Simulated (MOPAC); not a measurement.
MOPAC input (PM3):

```
PM3 PRECISE GNORM=0.05 LET XYZ UHF MS=0.5 GEO-OK AUX(PRECISION=9) THREADS=1
AlCl2

Al   -0.00383302 1    0.77670458 1    0.02693831 1
Cl    1.82205043 1   -0.28761349 1   -0.02117671 1
Cl   -1.81911930 1   -0.30633707 1    0.00057682 1
```

Problem. What heat of formation does the run end on?

Solution. -76.88 kcal/mol.
